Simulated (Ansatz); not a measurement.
How methods differ on SiH2F− (SMILES F[SiH2-])

SiH2F− has 4 atoms, charge -1, and is taken as a singlet. SMILES: `F[SiH2-]`. The coordinates come from a GFN2-xTB relaxation.

```xyz
4

F     1.2242    0.6908   -0.3839
Si   -0.1140   -0.3916   -0.4401
H    -1.1854    0.6583   -0.1433
H     0.0751   -0.9576    0.9672
```

Quantity: the energy change with the F1–Si2 bond stretched from 1.722 to 3.444 Å, in eV. The values are calculated.

```json
{"level": "SVWN5/STO-3G (restricted)", "kind": "LDA", "program": "Ansatz", "value (eV)": "5.25", "less FCI/STO-3G": "+0.72"}
{"level": "B3LYP/STO-3G (restricted)", "kind": "global hybrid", "program": "Ansatz", "value (eV)": "5.44", "less FCI/STO-3G": "+0.91"}
{"level": "BHLYP/STO-3G (restricted)", "kind": "global hybrid", "program": "Ansatz", "value (eV)": "6.34", "less FCI/STO-3G": "+1.81"}
{"level": "HSE06/STO-3G (restricted)", "kind": "range-separated hybrid", "program": "Ansatz", "value (eV)": "5.57", "less FCI/STO-3G": "+1.04"}
{"level": "B2PLYP/STO-3G (restricted)", "kind": "double hybrid", "program": "Ansatz", "value (eV)": "5.04", "less FCI/STO-3G": "+0.51"}
{"level": "BCCD(T)/STO-3G (restricted)", "kind": "coupled cluster or CI", "program": "Ansatz", "value (eV)": "4.51", "less FCI/STO-3G": "-0.02"}
{"level": "CCSD/STO-3G (restricted)", "kind": "coupled cluster or CI", "program": "Ansatz", "value (eV)": "4.52", "less FCI/STO-3G": "-0.01"}
{"level": "CCSDT/STO-3G (restricted)", "kind": "coupled cluster or CI", "program": "Ansatz", "value (eV)": "4.52", "less FCI/STO-3G": "-0.01"}
{"level": "FCI/STO-3G", "kind": "exact in the basis", "program": "Ansatz", "value (eV)": "4.53", "less FCI/STO-3G": "0.00"}
```

FCI/STO-3G is exact within its basis and frozen core, so for wave-function methods in that basis the difference is their error; functionals converge differently with the basis, so for them it is only a difference. Sets without diffuse functions describe the anion poorly. The first shape isn't each level's own minimum. The values span 4.51 to 6.34 eV. All rows use very small basis sets, so none should be taken for the real molecule's value.
